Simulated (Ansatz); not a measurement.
Gas-phase reaction in SMILES: C[SiH](C)[SiH3] [dimethyl(silyl)silane] + 2 [SiH4] (SiH4) → 2 C[SiH3] (CH6Si) [methylsilane] + [SiH3][SiH3] (Si2H6) [silylsilane]

Wanted: bond separation energy (electronic), in kcal/mol. Set-up: no spin-orbit coupling; frozen cores in correlated levels; no dispersion term unless named; non-relativistic. CBS(X,Y): correlation extrapolated as X^-3; Hartree-Fock from the larger set. [CCSD(T)-MP2]/basis is that difference in the basis named. First-principles rows: single points at B3LYP-D3(BJ) geometries (Ansatz, a quantum-chemistry and plane-wave program).

| species | coefficient | E at B3LYP/STO-3G (Ansatz), Eh | E at wB97M-V/def2-TZVPD (Ansatz), Eh |
|---|---|---|---|
| C[SiH](C)[SiH3] | -1 | -653.61246 | -661.16012 |
| C[SiH3] (CH6Si) | +2 | -327.39191 | -331.16515 |
| [SiH3][SiH3] (Si2H6) | +1 | -575.88614 | -582.52104 |
| [SiH4] (SiH4) | -2 | -288.52832 | -291.84546 |

Coupled cluster (Ansatz) is a level with limits of its own, used here on species with T1 under 0.025 (0.045 for open shells) and stable references: RI-MP2/CBS(cc-pV(T+d)Z,cc-pV(Q+d)Z)+[CCSD(T)-MP2]/cc-pV(T+d)Z. Value to compare with, RI-MP2/CBS(cc-pV(T+d)Z,cc-pV(Q+d)Z)+[CCSD(T)-MP2]/cc-pV(T+d)Z (Ansatz): -0.2 kcal/mol. 1 Eh = 627.5095 kcal/mol.

Compute it at each level from the table, and compare with RI-MP2/CBS(cc-pV(T+d)Z,cc-pV(Q+d)Z)+[CCSD(T)-MP2]/cc-pV(T+d)Z (Ansatz).


- B3LYP/STO-3G: the sum of coefficient times E is -0.00086 Eh, or -0.54 kcal/mol. Result: -0.5 kcal/mol. Its difference against RI-MP2/CBS(cc-pV(T+d)Z,cc-pV(Q+d)Z)+[CCSD(T)-MP2]/cc-pV(T+d)Z (Ansatz) is -0.3 kcal/mol.
- wB97M-V/def2-TZVPD: the sum of coefficient times E is -0.00030 Eh, or -0.19 kcal/mol. Result: -0.2 kcal/mol. Its difference against RI-MP2/CBS(cc-pV(T+d)Z,cc-pV(Q+d)Z)+[CCSD(T)-MP2]/cc-pV(T+d)Z (Ansatz) is 0.0 kcal/mol.
